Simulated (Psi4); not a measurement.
**CH3F (fluoromethane) at PBE0/def2-SVPD (density fitting, sweep point 7)**

Wanted: the energy of CH3F (fluoromethane). 

Program for the calculation: Psi4 1.11.

3 further runs of the same task are left out: 1 that didn't finish, 2 set aside as unsound or not needed.

### Step 1. The system as given

The species is CH3F (5 atoms), meant as a singlet with charge 0. SMILES: `CF`. The shape is that of a PBE0-D4/def2-TZVP optimisation.

Bond lengths: C1–F2 1.376 Å, C1–H3 1.092 Å, C1–H4 1.092 Å, C1–H5 1.092 Å. Angles: F2–C1–H3 109.1°, F2–C1–H4 109.1°, F2–C1–H5 109.1°, H3–C1–H4 109.9°, H3–C1–H5 109.9°, H4–C1–H5 109.9°.

### Step 2. The energy at PBE0/def2-SVPD (density fitting, sweep point 7)

The input, job.in:

```
memory 1600 mb

molecule mol {
  0 1
  C     -0.050700     0.032900     0.007800
  F      1.094100    -0.710500    -0.168600
  H     -0.918700    -0.626900    -0.058000
  H     -0.104800     0.796000    -0.772000
  H     -0.019800     0.508500     0.990700
  symmetry c1
}

set globals {
  basis def2-SVPD
  reference rks
  scf_type df
  damping_percentage 30
}

e, wfn = energy('pbe0', return_wfn=True)
```

On the command line:

```bash
$ psi4 -i job.in -o job.out -n 1
```

**Question.** What will come out? Wanted: total energy; dipole moment; HOMO energy; LUMO energy; HOMO–LUMO gap.

Answer, from the run:

At PBE0/def2-SVPD (density fitting, sweep point 7):

| quantity | value |
| --- | --- |
| total energy | -139.49788 Eh |
| dipole moment | 1.84 D |
| HOMO energy | -9.94 eV |
| LUMO energy | 0.88 eV |
| HOMO–LUMO gap | 10.82 eV |
